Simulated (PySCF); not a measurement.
# Removing an electron from `FP(F)P`

Compound: F2H2P2.
Structure used (PBE0-D3(BJ)/def2-SVP), in Å, numbered top down from 1:
```xyz
6
F2H2P2 angstrom
F     -1.350   -1.094   -1.024
P     -0.897    0.352   -0.466
F     -1.779    0.388    0.885
P      0.996   -0.352    0.501
H      1.373    0.994    0.812
H      1.681   -0.318   -0.755
```

Level: CAM-B3LYP/def2-SVPD (PySCF). Frontier orbitals with their largest atomic shares (Löwdin; up to four atoms above 4 %):

```tsv
orbital	ε (eV)	main atoms
HOMO−3	-12.72	P4 34 %, H6 21 %, F3 17 %, P2 14 %
HOMO−2	-12.68	P4 28 %, F1 21 %, P2 20 %, H5 17 %
HOMO−1	-10.62	P4 54 %, P2 13 %, H6 10 %, H5 10 %
HOMO	-8.68	?
LUMO	0.22	P2 42 %, P4 36 %, F3 7 %, F1 7 %
LUMO+1	0.37	P2 49 %, F3 15 %, F1 15 %, P4 12 %
LUMO+2	1.20	P4 40 %, P2 20 %, H6 15 %, H5 15 %
```

Task: What vertical ionisation energy does ΔSCF give, and how far is −ε(HOMO) from it?

Result: ΔSCF: 9.69 eV (935 kJ/mol; threshold wavelength 128 nm); ⟨S²⟩ of the doublet left behind is 0.773, against 0.75 for a pure doublet. −ε(HOMO) is 8.68 eV, 1.01 eV below it. For the exact functional −ε(HOMO) would equal the first vertical ionisation energy; CAM-B3LYP (range-separated hybrid) falls short of its own ΔSCF value by 10 %.

Task: On which atoms does the HOMO lie?

Result: P2 (three-coordinate phosphorus) 40 %, P4 (three-coordinate phosphorus) 39 %, F1 (phosphorus-bound fluorine) 8 %, F3 (phosphorus-bound fluorine) 8 %. The HOMO−1 lies 1.94 eV lower.

Task: How many of the 10 lowest singlet excitations (vertical TDDFT, same level) lie below the ionisation energy?

Result: All 10; they run from 5.22 to 8.78 eV.

Task: What total energies stand behind the ΔSCF value?

Result: E(N) = -883.25707 Eh and E(N − 1) = -882.90103 Eh at the same geometry, 0.35604 Eh apart.

Task: What kinetic energy would electrons from this vertical process carry with He II light (40.814 eV)?

Result: 40.81 − 9.69 = 31.12 eV.

Task: With α = 55.1 au, estimate the like-pair dispersion coefficient by London's formula C6 = (3/4)α²I.

Result: I = 0.3560 Eh, so C6 ≈ 810 au; the Casimir–Polder integral at the same level gives 1050 au, 1.29 times as much.

One conformer (not necessarily the lowest) at the PBE0-D3(BJ)/def2-SVP geometry, without solvent, vibrations or thermal averaging.
